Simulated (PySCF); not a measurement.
Compound: tetrafluoroethylene, C₂F₄.
InChI=1S/C2F4/c3-1(4)2(5)6

A linear-response calculation (PySCF, def2-SVPD basis, gas phase, vertical, core orbitals frozen in the response) gave these numbers; the functional is withheld.

Orbital energies (eV): HOMO-3 -14.98, HOMO-2 -14.73, HOMO-1 -14.40, HOMO -9.16, LUMO 0.90, LUMO+1 1.71, LUMO+2 1.89.

| state | E (eV) | f | main configurations (H = HOMO, L = LUMO) |
| --- | --- | --- | --- |
| S1 | 6.68 | 0.015 | H→L (97%) |
| S2 | 7.09 | 0.0000 | H→L+3 (82%), H→L+7 (17%) |
| S3 | 7.96 | 0.0000 | H→L+2 (95%) |
| S4 | 8.30 | 0.421 | H→L+1 (96%) |
| S5 | 9.24 | 0.0000 | H→L+4 (99%) |
| S6 | 9.80 | 0.0000 | H→L+7 (80%), H→L+3 (17%) |

Triplets (Tamm–Dancoff): T1 4.59 eV, H→L+1 (98%); T2 6.38 eV, H→L (93%); T3 6.55 eV, H→L+3 (76%), H→L+7 (23%); T4 7.55 eV, H→L+2 (83%), H→L+11 (11%).

Vertical ionisation energy by ΔSCF with the same functional: 10.51 eV. Mean static polarisability: 29.0 au.

Question: Name the functional.
A. PBE
B. PBE0
C. CAM-B3LYP
D. HF

Answer: C. CAM-B3LYP is range-separated, 19% exact exchange at short range and 65% at long range (ω = 0.33 bohr⁻¹). In this run −ε(HOMO) = 9.16 eV differs from the ΔSCF value by -1.35 eV, and S1 differs from the orbital gap of 10.07 eV by -3.39 eV. The ratio −ε(HOMO)/IP is 0.87. Small neutral molecules mostly give 0.85 to 0.93 with CAM-B3LYP, 0.5 to 0.7 with PBE, 0.7 to 0.83 with PBE0; Hartree–Fock can't fall below 1, since the ion's relaxation only lowers the ΔSCF value.

Method: PySCF, TDDFT CAM-B3LYP/def2-SVPD, vertical, gas phase, core orbitals frozen in the response. Geometry: PBE0-D3(BJ)/def2-SVP; no solvent, vibrations or thermal averaging.

Time: 16 s; peak memory 0.58 GiB. Hardware: Arm Neoverse V1, one thread, shared host.
